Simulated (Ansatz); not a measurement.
`C/C=C/S` + H₂ → `C=CC` + H₂S at 400 K and 1 bar (hydrogenolysis of a C–S bond).

Isolated molecules relaxed with PBE0-D4/def2-TZVP in Ansatz; ΔE leaves out vibrations. CCSD(T)/CBS adds triple-zeta CCSD(T) − MP2 to the extrapolated MP2 energy (def2 sets, frozen cores). This one scheme is used for every species. Each species was taken in one conformer, which may not be the lowest.

```csv
species,CCSD(T)/CBS energy (Eh),H − E (kJ/mol),S (J/(mol·K))
`C/C=C/S`,-515.52005,235.7,333.4
H₂,-1.17544,38.0,139.0
`C=CC`,-117.74610,229.7,285.2
H₂S,-398.97279,53.4,215.9
```

H − E and S are ideal-gas, rigid-rotor, harmonic terms from PBE0-D4/def2-TZVP, for one conformer and one mirror image of each species. The MP2-based limit puts H₂ 0.8 mEh under its directly extrapolated value; such offsets cancel only in part. 1 Eh = 2625.50 kJ/mol, R = 8.31446 J/(mol·K).

By hand: ΔE, ΔH, ΔS and ΔG.

ΔE = (-117.74610) + (-398.97279) − (-515.52005) − (-1.17544) = -0.02340 Eh = -61.4 kJ/mol. Δ(H − E) = 229.7 + 53.4 − 235.7 − 38.0 = 9.4, so ΔH = -52.0 kJ/mol. ΔS = 285.2 + 215.9 − 333.4 − 139.0 = 28.7 J/(mol·K). ΔG = -52.0 − 400 × (28.7)/1000 = -63.5 kJ/mol.

By hand: the equilibrium constant, and the temperature at which ΔG would vanish if ΔH and ΔS stayed fixed.

log₁₀ K = −ΔG/(RT ln 10) = 8.3. ΔH and −TΔS have one sign here, so there is no such temperature.

ΔH outweighs TΔS. A doubt of 5 kJ/mol in ΔE shifts log₁₀ K by 0.7 here. Other conformers and mirror images would add mixing entropy, several J/(mol·K) or more a flexible species. These are equilibria of isolated gas molecules and say nothing of rates. Largest T1 diagnostic: 0.011 (customary marks: 0.02 for closed shells, 0.045 for open ones).
